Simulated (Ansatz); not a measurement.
**AlH2OS with multiplicity 2: rotation by 180° about the O1–Al2 bond**

Aim: the minimum-energy path and barrier of the rotation by 180° about the O1–Al2 bond. The ends are relaxed first, then joined by a nudged elastic band. SMILES of the start: [OH][Al][SH].

Method: UKS PBE0-D4/def2-SVP, in Ansatz 0.2.0.

## Step 1: The starting structure

Bond lengths: O1–Al2 1.827 Å, Al2–S3 2.244 Å, O1–H4 1.008 Å, S3–H5 1.380 Å. Angles: O1–Al2–S3 119.5°, Al2–O1–H4 99.1°, Al2–S3–H5 93.4°.

Coordinates:

```xyz
5

O    -1.0236   -1.4469    0.2320
Al    0.1768   -0.5421   -0.8064
S     1.7162    0.7668    0.1693
H    -1.7485   -0.7487    0.2827
H     0.9290    1.8972    0.0810
```

## Step 2: End point A

Contents of input.yaml:

```yaml
crystal:
  periodic: [false, false, false]
  atoms:
    - { symbol: O, position_ang: [-1.0236, -1.4469, 0.232] }
    - { symbol: Al, position_ang: [0.1768, -0.5421, -0.8064] }
    - { symbol: S, position_ang: [1.7162, 0.7668, 0.1693] }
    - { symbol: H, position_ang: [-1.7485, -0.7487, 0.2827] }
    - { symbol: H, position_ang: [0.929, 1.8972, 0.081] }
magnetization:
  spin_polarized: true
  initial_magnetization: 1
basis:
  gaussian: { orbitals: def2-SVP }
hamiltonian:
  xc: pbe0
  dispersion: d4
relax:
  f_tol: 0.015
  max_steps: 40
```

The run is started by

```bash
ansatz run input.yaml --threads 1 --pin off --max-ram 2048MiB --backend cpu --events-out ev --progress --plain --runs-dir out
```

Log (excerpt; [...] marks lines left out):

```text
Warning: RAYON_NUM_THREADS=1 ignored (pool sized by the plan → 1); use --threads N
[...]
Functional definition: PBE0
[...]
592 factors; integrals over basis functions are off by at most 2.8e-4 eV
[...]
mean field -19496.56958728 eV, -716.4857170832 hartree, gradient 5.7e-5 eV, S^2 0.752749; 0 other end points of the search recorded, 0 dependent functions left out
[...]
reference -19496.56961394 eV, -716.4857180628 hartree; 20, 19 occupied and 40, 41 virtual orbitals, 592 factors
relax step   1: F+E_penalty+E_count = -19496.64891761 eV  Δ(F+E_penalty+E_count) = +0.000e0 eV  max|allowed force component| = 2.403e0 eV/Å  Δτ_max = 0.0000 Å  (27 SCF iters, accepted)
[...]
relax step   3: F+E_penalty+E_count = -19496.88943873 eV  Δ(F+E_penalty+E_count) = -9.381e-2 eV  max|allowed force component| = 1.919e0 eV/Å  Δτ_max = 0.1940 Å  (30 SCF iters, accepted)
[...]
relax step   5: F+E_penalty+E_count = -19497.05890124 eV  Δ(F+E_penalty+E_count) = -3.913e-2 eV  max|allowed force component| = 4.280e-1 eV/Å  Δτ_max = 0.0800 Å  (29 SCF iters, accepted)
[...]
relax step   7: F+E_penalty+E_count = -19497.22125889 eV  Δ(F+E_penalty+E_count) = -9.170e-2 eV  max|allowed force component| = 5.377e-1 eV/Å  Δτ_max = 0.2000 Å  (30 SCF iters, accepted)
[...]
relax step   9: F+E_penalty+E_count = -19497.27153820 eV  Δ(F+E_penalty+E_count) = -7.591e-3 eV  max|allowed force component| = 3.633e-2 eV/Å  Δτ_max = 0.0673 Å  (29 SCF iters, accepted)
[...]
relax step  10: F+E_penalty+E_count = -19497.26946056 eV  Δ(F+E_penalty+E_count) = +2.078e-3 eV  max|allowed force component| = 7.829e-2 eV/Å  Δτ_max = 0.0499 Å  (26 SCF iters, rejected (line search))
[...]
relax step  11: F+E_penalty+E_count = -19497.27191315 eV  Δ(F+E_penalty+E_count) = -3.750e-4 eV  max|allowed force component| = 1.444e-2 eV/Å  Δτ_max = 0.0180 Å  (26 SCF iters, accepted)
592 factors; integrals over basis functions are off by at most 3.5e-4 eV
mean field -19497.19147680 eV, -716.5085711015 hartree, gradient 2.8e-5 eV, S^2 0.752390; 1 other end points of the search recorded, 0 dependent functions left out
[...]
reference -19497.19150287 eV, -716.5085720596 hartree; 20, 19 occupied and 40, 41 virtual orbitals, 592 factors
Total energy: -19497.27193922 eV, -716.5115280408 hartree
Atom 0 at    -1.005085    -1.248245     0.287106 Å, force    -0.013574    -0.014176    -0.003676 eV/Å
Atom 1 at    -0.380233     0.196059    -0.370494 Å, force     0.004797     0.014437    -0.003390 eV/Å
Atom 2 at     1.630814     0.748153     0.348534 Å, force    -0.001928     0.007879    -0.002552 eV/Å
Atom 3 at    -1.853678    -1.647311     0.087508 Å, force     0.009463     0.001402     0.006486 eV/Å
Atom 4 at     1.658081     1.877643    -0.394054 Å, force     0.001243    -0.009542     0.003132 eV/Å
Dipole moment:    -0.421621     0.124670    -0.318138 e Å
```

It took 29 s on 1 thread of an Arm CPU, shared host; peak memory 0.14 GiB.

Relaxation path:

```
step  energy from step 1 (eV)  largest force component (eV/Å)
   1                   0.0000                          2.4033
   2                  -0.1467                          1.6318
   3                  -0.2405                          1.9186
   4                  -0.3709                          0.4139
   5                  -0.4100                          0.4280
   6                  -0.4806                          1.2599
   7                  -0.5723                          0.5377
   8                  -0.6150                          0.2134
   9                  -0.6226                          0.0363
 10x                  -0.6205                          0.0783
  11                  -0.6230                          0.0144
```

Step 1 is the start. 1 step was tried and not accepted (marked x).

After: Bond lengths: O1–Al2 1.706 Å, Al2–S3 2.206 Å, O1–H4 0.959 Å, S3–H5 1.352 Å. Angles: O1–Al2–S3 114.9°, Al2–O1–H4 126.6°, Al2–S3–H5 92.8°.

## Step 3: Relaxing end B

The second end starts from a geometry with the move made by hand.

input.yaml: that of step 2 with these lines changed.

```diff
@@ -5,5 +5,5 @@
     - { symbol: Al, position_ang: [0.1768, -0.5421, -0.8064] }
-    - { symbol: S, position_ang: [1.7162, 0.7668, 0.1693] }
+    - { symbol: S, position_ang: [0.08959, -0.75641, -3.03831] }
     - { symbol: H, position_ang: [-1.7485, -0.7487, 0.2827] }
-    - { symbol: H, position_ang: [0.929, 1.8972, 0.081] }
+    - { symbol: H, position_ang: [0.99872, -1.79491, -3.05549] }
 magnetization:
```

The run is started by

```bash
ansatz run input.yaml --threads 1 --pin off --max-ram 2048MiB --backend cpu --events-out ev --progress --plain --runs-dir out
```

Log (excerpt; [...] marks lines left out):

```text
Warning: RAYON_NUM_THREADS=1 ignored (pool sized by the plan → 1); use --threads N
[...]
Functional definition: PBE0
[...]
592 factors; integrals over basis functions are off by at most 2.8e-4 eV
[...]
mean field -19496.58545976 eV, -716.4863003858 hartree, gradient 5.6e-5 eV, S^2 0.752731; 0 other end points of the search recorded, 0 dependent functions left out
[...]
reference -19496.58548657 eV, -716.4863013713 hartree; 20, 19 occupied and 40, 41 virtual orbitals, 592 factors
relax step   1: F+E_penalty+E_count = -19496.66450653 eV  Δ(F+E_penalty+E_count) = +0.000e0 eV  max|allowed force component| = 2.489e0 eV/Å  Δτ_max = 0.0000 Å  (27 SCF iters, accepted)
[...]
relax step   4: F+E_penalty+E_count = -19496.97508983 eV  Δ(F+E_penalty+E_count) = -5.384e-2 eV  max|allowed force component| = 5.272e-1 eV/Å  Δτ_max = 0.0919 Å  (30 SCF iters, accepted)
[...]
592 factors; integrals over basis functions are off by at most 3.4e-4 eV
mean field -19497.16334726 eV, -716.5075373597 hartree, gradient 2.2e-5 eV, S^2 0.752366; 1 other end points of the search recorded, 0 dependent functions left out
[...]
reference -19497.16337302 eV, -716.5075383065 hartree; 20, 19 occupied and 40, 41 virtual orbitals, 592 factors
Total energy: -19497.24397697 eV, -716.5105004472 hartree
Atom 0 at    -0.982440    -0.964633     0.352205 Å, force    -0.001962     0.000054     0.004114 eV/Å
Atom 1 at     0.281473    -1.222523    -0.755377 Å, force     0.003646    -0.000625    -0.002079 eV/Å
Atom 2 at    -0.092860    -1.034865    -2.930711 Å, force    -0.000451     0.000096    -0.000395 eV/Å
Atom 3 at    -1.900286    -0.735178     0.194144 Å, force    -0.001820     0.000605    -0.000699 eV/Å
Atom 4 at     1.187123    -1.331820    -3.245761 Å, force     0.000586    -0.000130    -0.000941 eV/Å
Dipole moment:     0.049990    -0.012675     0.006817 e Å
```

Wall time 36 s (1 thread of an Arm CPU, shared host); peak memory 0.14 GiB.

Step by step:

```
step  energy from step 1 (eV)  largest force component (eV/Å)
   1                   0.0000                          2.4891
   2                  -0.1459                          1.5218
   3                  -0.2567                          0.5185
   4                  -0.3106                          0.5272
   5                  -0.3739                          1.0006
   6                  -0.4125                          0.6935
   7                  -0.5290                          0.4372
   8                  -0.5522                          0.1054
  9x                  -0.4958                          2.8351
  10                  -0.5676                          0.1058
  11                  -0.5677                          1.0439
  12                  -0.5751                          0.4585
  13                  -0.5794                          0.0241
  14                  -0.5794                          0.0041
```

Step 1 is the start. 1 step was tried and not accepted (marked x).

After: Bond lengths: O1–Al2 1.700 Å, Al2–S3 2.215 Å, O1–H4 0.959 Å, S3–H5 1.351 Å. Angles: O1–Al2–S3 120.1°, Al2–O1–H4 129.8°, Al2–S3–H5 92.9°.

## Step 4: Nudged elastic band

crystal.atoms is end A as relaxed above, and neb.final_atoms is end B, turned to lie on A. With 5 inner images the band has 7 in all. The start path is listed, through a guess of the saddle.

Contents of input.yaml:

```yaml
crystal:
  periodic: [false, false, false]
  atoms:
    - { symbol: O, position_ang: [-1.005085, -1.248245, 0.287106] }
    - { symbol: Al, position_ang: [-0.380233, 0.196059, -0.370494] }
    - { symbol: S, position_ang: [1.630814, 0.748153, 0.348534] }
    - { symbol: H, position_ang: [-1.853678, -1.647311, 0.087508] }
    - { symbol: H, position_ang: [1.658081, 1.877643, -0.394054] }
magnetization:
  spin_polarized: true
  initial_magnetization: 1
basis:
  gaussian: { orbitals: def2-SVP }
hamiltonian:
  xc: pbe0
  dispersion: d4
neb:
  order_check: false
  images: 5
  f_tol: 0.03
  max_iterations: 60
  final_atoms:
    - { symbol: O, position_ang: [-1.43565417, -1.02877866, -0.10316005] }
    - { symbol: Al, position_ang: [-0.50095371, 0.32963434, -0.51761195] }
    - { symbol: S, position_ang: [1.50623583, 0.61105197, 0.37648706] }
    - { symbol: H, position_ang: [-1.23664234, -1.75198957, 0.49469814] }
    - { symbol: H, position_ang: [1.71691338, 1.76638092, -0.2918132] }
  initial_path:
    images:
      - { positions_ang: [[-1.005085, -1.248245, 0.287106], [-0.380233, 0.196059, -0.370494], [1.630814, 0.748153, 0.348534], [-1.853678, -1.647311, 0.087508], [1.658081, 1.877643, -0.394054]] }
      - { positions_ang: [[-1.04984093, -1.17963268, 0.39246047], [-0.26586563, 0.02557349, -0.466846], [1.70254566, 0.73946481, 0.22656234], [-1.85619859, -1.56485504, 0.05757519], [1.51925848, 1.90574842, -0.251152]] }
      - { positions_ang: [[-1.09459686, -1.11102036, 0.49781494], [-0.15149825, -0.14491203, -0.56319801], [1.77427732, 0.73077662, 0.10459069], [-1.85871917, -1.48239907, 0.02764239], [1.38043597, 1.93385384, -0.10825001]] }
      - { positions_ang: [[-1.13935279, -1.04240804, 0.60316942], [-0.03713088, -0.31539754, -0.65955001], [1.84600898, 0.72208843, -0.01738097], [-1.86123976, -1.39994311, -0.00229042], [1.24161345, 1.96195925, 0.03465199]] }
      - { positions_ang: [[-1.23811991, -1.03786491, 0.36772626], [-0.19173849, -0.10038691, -0.61223733], [1.73275126, 0.68507628, 0.11390837], [-1.65304062, -1.51729193, 0.16337243], [1.40004676, 1.89676648, -0.07416974]] }
      - { positions_ang: [[-1.33688704, -1.03332179, 0.13228311], [-0.3463461, 0.11462372, -0.56492464], [1.61949354, 0.64806412, 0.24519772], [-1.44484148, -1.63464075, 0.32903529], [1.55848007, 1.8315737, -0.18299147]] }
      - { positions_ang: [[-1.43565417, -1.02877866, -0.10316005], [-0.50095371, 0.32963434, -0.51761195], [1.50623583, 0.61105197, 0.37648706], [-1.23664234, -1.75198957, 0.49469814], [1.71691338, 1.76638092, -0.2918132]] }
```

The run is started by

```bash
ansatz run input.yaml --threads 1 --pin off --max-ram 2048MiB --backend cpu --events-out ev --progress --plain --runs-dir out
```

Log (excerpt; [...] marks lines left out):

```text
Warning: RAYON_NUM_THREADS=1 ignored (pool sized by the plan → 1); use --threads N
[...]
Functional definition: PBE0
[...]
589 factors; integrals over basis functions are off by at most 2.5e-4 eV
[...]
mean field -19497.19147710 eV, -716.5085711123 hartree, gradient 7.0e-5 eV, S^2 0.752390; 0 other end points of the search recorded, 0 dependent functions left out
[...]
reference -19497.19150304 eV, -716.5085720656 hartree; 20, 19 occupied and 40, 41 virtual orbitals, 589 factors
589 factors; integrals over basis functions are off by at most 4.8e-4 eV
[...]
mean field -19497.16334663 eV, -716.5075373367 hartree, gradient 7.0e-5 eV, S^2 0.752366; 0 other end points of the search recorded, 0 dependent functions left out
[...]
reference -19497.16337259 eV, -716.5075382908 hartree; 20, 19 occupied and 40, 41 virtual orbitals, 589 factors
[...]
NEB iter  15: max|band force component| = 1.933e-2 eV/Å  barrier→ = 0.0779 eV  barrier← = 0.0499 eV  CI = image 3  Δτ_max = 0.0033 Å  (122 SCF iters)
[...]
NEB iter  16: max|band force component| = 1.598e-2 eV/Å  barrier→ = 0.0778 eV  barrier← = 0.0498 eV  CI = image 3  Δτ_max = 0.0000 Å  (159 SCF iters)
Total energy: -19497.19416050 eV, -716.5086697256 hartree
Atom 0 at    -1.313472    -0.994784     0.244194 Å, force     0.011758    -0.005319    -0.016779 eV/Å
Atom 1 at    -0.478588     0.351724    -0.335390 Å, force    -0.006437    -0.002150     0.006409 eV/Å
Atom 2 at     1.612606     0.666962     0.316979 Å, force     0.001057     0.001956    -0.000767 eV/Å
Atom 3 at    -1.493712    -1.921458     0.106117 Å, force    -0.006155     0.006997     0.009988 eV/Å
Atom 4 at     1.723064     1.823855    -0.373300 Å, force    -0.000223    -0.001484     0.001149 eV/Å
Dipole moment:    -0.182472    -0.078055    -0.283412 e Å
this run last wrote the band of iteration 16 to <dir>; this run last wrote the band within `neb.f_tol` of iteration 15 to <dir>
```

It took 2.9 min on 1 thread of an Arm CPU, shared host; peak memory 0.14 GiB.

## Step 5: Images and barrier

Images 0 and 6 are the ends. Energies count from image 0; the path length is the program's own measure over all atoms.

```
image  path (Å)  energy (eV)  dihedral H4–O1–Al2–S3 (°)  band force (eV/Å)
    0     0.000       0.0000                       -179                  -
    1     0.227       0.0175                       -156              0.007
    2     0.454       0.0567                       -126              0.013
   3*     0.681       0.0778                        -86              0.016
    4     0.884       0.0624                        -46              0.013
    5     1.089       0.0375                        -16              0.005
    6     1.293       0.0280                          0                  -
```

The star marks the climbing image.

image, energy (eV) and a bar:
```
        0      0.000 
        1      0.017 #######
        2      0.057 ######################
        3      0.078 ##############################
        4      0.062 ########################
        5      0.037 ##############
        6      0.028 ###########
```

The top of the band by iteration:

```
iteration  highest image above image 0 (eV)  largest band force (eV/Å)
        1                            6.6010                     55.917
        3                            0.4617                      7.229
        5                            0.0913                      0.706
        7                            0.0898                      0.774
        9                            0.0807                      0.810
       11                            0.0790                      0.117
       13                            0.0785                      0.205
       15                            0.0779                      0.019
       16                            0.0778                      0.016
```

The band as a trajectory file:

```xyz
5
image=0 dE=0.0000
O    -1.005   -1.248    0.287
Al   -0.380    0.196   -0.370
S     1.631    0.748    0.349
H    -1.854   -1.647    0.088
H     1.658    1.878   -0.394
5
image=1 dE=0.0175
O    -1.076   -1.152    0.329
Al   -0.433    0.266   -0.354
S     1.619    0.715    0.326
H    -1.757   -1.762    0.048
H     1.696    1.858   -0.391
5
image=2 dE=0.0567
O    -1.190   -1.055    0.315
Al   -0.456    0.313   -0.358
S     1.609    0.694    0.326
H    -1.631   -1.862    0.061
H     1.718    1.836   -0.386
5
image=3 dE=0.0778
O    -1.313   -0.995    0.244
Al   -0.479    0.352   -0.335
S     1.613    0.667    0.317
H    -1.494   -1.921    0.106
H     1.723    1.824   -0.373
5
image=4 dE=0.0624
O    -1.396   -0.973    0.122
Al   -0.493    0.374   -0.339
S     1.603    0.647    0.328
H    -1.393   -1.923    0.212
H     1.730    1.801   -0.365
5
image=5 dE=0.0375
O    -1.440   -0.990   -0.017
Al   -0.494    0.353   -0.431
S     1.544    0.652    0.387
H    -1.301   -1.850    0.380
H     1.741    1.761   -0.361
5
image=6 dE=0.0280
O    -1.436   -1.029   -0.103
Al   -0.501    0.330   -0.518
S     1.506    0.611    0.376
H    -1.237   -1.752    0.495
H     1.717    1.766   -0.292
```

## Step 6: Frequencies at the highest image

The geometry is the highest inner image of the first converged band.

Contents of input.yaml:

```yaml
crystal:
  periodic: [false, false, false]
  atoms:
    - { symbol: O, position_ang: [-1.313472, -0.994784, 0.244194] }
    - { symbol: Al, position_ang: [-0.478588, 0.351724, -0.33539] }
    - { symbol: S, position_ang: [1.612606, 0.666962, 0.316979] }
    - { symbol: H, position_ang: [-1.493712, -1.921458, 0.106117] }
    - { symbol: H, position_ang: [1.723064, 1.823855, -0.3733] }
magnetization:
  spin_polarized: true
  initial_magnetization: 1
basis:
  gaussian: { orbitals: def2-SVP }
hamiltonian:
  xc: pbe0
  dispersion: d4
phonons: {}
```

The run is started by

```bash
ansatz run input.yaml --threads 1 --pin off --max-ram 2048MiB --backend cpu --events-out ev --progress --plain --runs-dir out
```

Log (excerpt; [...] marks lines left out):

```text
Warning: RAYON_NUM_THREADS=1 ignored (pool sized by the plan → 1); use --threads N
[...]
Functional definition: PBE0
[...]
589 factors; integrals over basis functions are off by at most 2.6e-4 eV
[...]
mean field -19497.11387174 eV, -716.5057191681 hartree, gradient 7.9e-5 eV, S^2 0.752518; 0 other end points of the search recorded, 0 dependent functions left out
[...]
reference -19497.11389792 eV, -716.5057201302 hartree; 20, 19 occupied and 40, 41 virtual orbitals, 589 factors
[...]
589 factors; integrals over basis functions are off by at most 2.6e-4 eV
[...]
mean field -19497.11385319 eV, -716.5057184862 hartree, gradient 2.9e-6 eV, S^2 0.752517; 0 other end points of the search recorded, 0 dependent functions left out
[...]
reference -19497.11387936 eV, -716.5057194481 hartree; 20, 19 occupied and 40, 41 virtual orbitals, 589 factors
[...]
589 factors; integrals over basis functions are off by at most 2.6e-4 eV
[...]
mean field -19497.11384530 eV, -716.5057181963 hartree, gradient 2.3e-6 eV, S^2 0.752518; 0 other end points of the search recorded, 0 dependent functions left out
[...]
reference -19497.11387148 eV, -716.5057191585 hartree; 20, 19 occupied and 40, 41 virtual orbitals, 589 factors
WARN: phonons: modes at or below zero, which the zero-point energy, F, S and C_V leave out: 1, the lowest at -289.51 cm⁻¹. A minimum has none, and a first-order saddle one
Total energy: -19497.19416010 eV, -716.5086697107 hartree
Atom 0 at    -1.313472    -0.994784     0.244194 Å, force     0.011723    -0.005395    -0.016769 eV/Å
Atom 1 at    -0.478588     0.351724    -0.335390 Å, force    -0.006417    -0.002085     0.006403 eV/Å
Atom 2 at     1.612606     0.666962     0.316979 Å, force     0.001061     0.001980    -0.000760 eV/Å
Atom 3 at    -1.493712    -1.921458     0.106117 Å, force    -0.006145     0.007014     0.009987 eV/Å
Atom 4 at     1.723064     1.823855    -0.373300 Å, force    -0.000222    -0.001514     0.001139 eV/Å
Dipole moment:    -0.182473    -0.078056    -0.283411 e Å
Vibrations: -289.51 179.99 192.37 261.61 454.67 654.90 892.56 2713.26 4045.64 cm⁻¹, zero-point energy 0.582416 eV
```

It took 43 s on 1 thread of an Arm CPU, shared host; peak memory 0.14 GiB.

Of 9 modes, 1 is imaginary by more than 30 cm⁻¹ (290i cm⁻¹).

## Step 7: Summary of results

```
                    quantity                     value
                       end A   9 moves, 0.623 eV lower
                       end B  12 moves, 0.579 eV lower
            barrier forwards                  0.078 eV
           barrier backwards                  0.050 eV
second end relative to first                 +0.028 eV
               highest image     3 of 0 to 6, climbing
             band iterations                        16
  imaginary modes at the top                 290i cm⁻¹
```

**Reading.** Along this path the system climbs 0.078 eV from the first end (3 kT at 300 K); with a typical attempt rate of 10^13 per second that is roughly 10^12 events a second. Going back costs 0.050 eV, since the second end is 0.028 eV above the first. The listed dihedral goes from -179° at end A through -86° at the highest image to 0° at end B. One imaginary mode, as a first-order saddle point has. These are electronic energies, with no zero-point or thermal terms.
